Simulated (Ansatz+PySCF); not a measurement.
Values are calculated unless marked as measured or tabulated.
## PySCF 2.14.0 run

```python
from pyscf import gto, dft

mol = gto.M(atom="""
C 0.683040 0.745030 0.028310
C -0.625010 0.768150 -0.020860
C -0.639080 -0.815610 0.025140
C 0.642620 -0.775700 -0.042490
H 1.479390 1.551660 0.031790
H -1.448120 1.592190 -0.030460
H -1.427700 -1.574290 0.043400
H 1.424010 -1.549980 0.046980
""", basis='def2-svp', charge=0, spin=0)
mf = dft.UKS(mol, xc='wb97x')
mf.kernel()
print(mf.converged, mf.e_tot, mf.spin_square()[0])
```

The script is written out from the run's settings.

Results

```yaml
Converged: yes
Total_energy: -154.51074 hartree
Spin_squared_of_the_determinant: 0.000
Cycles: 11
```
